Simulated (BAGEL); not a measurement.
# B3LYP/6-31G(d) (density fitting with cc-pvqz-jkfit, spherical functions) run of Cl2 (chlorine)

What is the energy change on altering one bond length of Cl2 (chlorine) at B3LYP/6-31G* (density fitting with cc-pvqz-jkfit, spherical functions)? 

The calculation is run with BAGEL 1.2.2.

8 further runs of the same task are left out: 8 set aside as unsound or not needed.

**1. Starting point**

Cl2: 2 atoms, total charge 0, spin state singlet. As SMILES, `ClCl`. The shape is that of a PBE0-D4/def2-TZVP optimisation.

Bond lengths: Cl1–Cl2 1.982 Å.

**2. The energy at B3LYP/6-31G(d) (density fitting with cc-pvqz-jkfit, spherical functions)**

The input, calc.json:

```json
{ "bagel": [

{
  "title": "molecule",
  "basis": "6-31gs.json",
  "df_basis": "cc-pvqz-jkfit",
  "angstrom": "true",
  "geometry": [
    { "atom": "Cl", "xyz": [    0.845690,   -0.281600,    0.433600 ] },
    { "atom": "Cl", "xyz": [   -0.845690,    0.281600,   -0.433600 ] }
  ]
},
{ "title": "ks", "xc_func": "b3lyp" },
{ "title": "print", "file": "orbitals.molden", "orbitals": "true" }

]}
```

The basis set 6-31G* is read from a file made from the Basis Set Exchange's data (not shown).

Command:

```sh
$ BAGEL_NUM_THREADS=1 BAGEL calc.json > calc.out
```

Log:

```text
* using 1 threads per process

  ===============================================================
  ===============================================================

  *** Geometry ***

  { "atom" : "Cl", "xyz" : [      1.598122,     -0.532147,      0.819385 ] },
  { "atom" : "Cl", "xyz" : [     -1.598122,      0.532147,     -0.819385 ] },

  Number of auxiliary basis functions:      296

  Since a DF basis is specified, we compute 2- and 3-index integrals:
    o Being stored without compression. Storage requirement is 0.003 GB

  Number of basis functions:       36
  Number of electrons      :       34

    * METHOD: MOLECULE                             0.05

  *** Kohn-Sham DFT ***

    * Removing 1764 points whose weight is below 1.00e-10
    * Grid points: 28048

  === Nuclear Repulsion ===
    77.1441325765

       - DIIS with orbital gradients will be used.

  === KS iteration (b3lyp / 6-31gs.json) ===
      0       -912.39763433          0.20363028           0.05
      1       -915.14985869          0.13033456           0.04
      2       -917.13207514          0.14813075           0.04
      3       -920.24152944          0.02124109           0.04
      4       -920.33570916          0.00367407           0.04
      5       -920.34141128          0.00074879           0.04
      6       -920.34161755          0.00004694           0.04
      7       -920.34161790          0.00000156           0.04
      8       -920.34161790          0.00000010           0.04
      9       -920.34161790          0.00000000           0.04
    * SCF iteration converged.

    * Permanent dipole moment:
           (    0.000000,    -0.000000,     0.000000) a.u.

    * METHOD: KS                                   0.48

    * METHOD: PRINT                                0.00

  ===============================================================
```

It took 0.81 s on 1 thread of Arm Neoverse V2, shared host.

**3. The distorted shape**

The input, input.json:

```json
{ "bagel" : [

{
  "title" : "molecule",
  "basis" : "6-31gs.json",
  "df_basis" : "cc-pvqz-jkfit",
  "angstrom" : true,
  "geometry" : [
    { "atom" : "Cl", "xyz" : [    1.099410,   -0.366084,    0.563687 ] },
    { "atom" : "Cl", "xyz" : [   -0.845690,    0.281600,   -0.433600 ] }
  ]
},
{
  "title" : "ks",
  "xc_func" : "b3lyp"
},
{
  "title" : "print",
  "file" : "orbitals.molden",
  "orbitals" : true
}

]}
```

The basis set 6-31G* is read from a file made from the Basis Set Exchange's data (not shown).

Command:

```sh
$ BAGEL_NUM_THREADS=1 BAGEL input.json > input.out
```

Log:

```text
* using 1 threads per process

  ===============================================================
  ===============================================================

  *** Geometry ***

  { "atom" : "Cl", "xyz" : [      2.077584,     -0.691798,      1.065214 ] },
  { "atom" : "Cl", "xyz" : [     -1.598122,      0.532147,     -0.819385 ] },

  Number of auxiliary basis functions:      296

  Since a DF basis is specified, we compute 2- and 3-index integrals:
    o Being stored without compression. Storage requirement is 0.003 GB

  Number of basis functions:       36
  Number of electrons      :       34

    * METHOD: MOLECULE                             0.05

  *** Kohn-Sham DFT ***

    * Removing 1580 points whose weight is below 1.00e-10
    * Grid points: 28232

  === Nuclear Repulsion ===
    67.0814045160

       - DIIS with orbital gradients will be used.

  === KS iteration (b3lyp / 6-31gs.json) ===
      0       -913.73486017          0.17820119           0.05
      1       -917.82507359          0.10860331           0.05
      2       -918.89902654          0.10111925           0.05
      3       -920.31302016          0.00642220           0.05
      4       -920.32741024          0.00258553           0.05
      5       -920.33059878          0.00017610           0.05
      6       -920.33060202          0.00001531           0.05
      7       -920.33060207          0.00000017           0.05
      8       -920.33060207          0.00000001           0.05
    * SCF iteration converged.

    * Permanent dipole moment:
           (   -0.000000,     0.000000,    -0.000000) a.u.

    * METHOD: KS                                   0.52

    * METHOD: PRINT                                0.00

  ===============================================================
```

Run time: 0.85 s. Hardware: 1 thread of Arm Neoverse V2, shared host.

**4. Outcome**

Level: B3LYP/6-31G* (density fitting with cc-pvqz-jkfit, spherical functions).

```
                                                           quantity          value
                                          first shape: total energy  -920.34162 Eh
                                         first shape: dipole moment         0.00 D
                                           first shape: HOMO energy       -8.40 eV
                                           first shape: LUMO energy       -3.35 eV
                                         first shape: HOMO–LUMO gap        5.05 eV
                                      distorted shape: total energy  -920.33060 Eh
                                     distorted shape: dipole moment         0.00 D
                                       distorted shape: HOMO energy       -8.95 eV
                                       distorted shape: LUMO energy       -5.51 eV
                                     distorted shape: HOMO–LUMO gap        3.43 eV
energy change with the Cl1–Cl2 bond stretched from 1.982 to 2.280 Å       0.300 eV
```

With the Cl1–Cl2 bond stretched from 1.982 to 2.280 Å the energy rises by 0.30 eV (28.9 kJ/mol). The first shape isn't relaxed at this level, so the change isn't measured from a minimum.
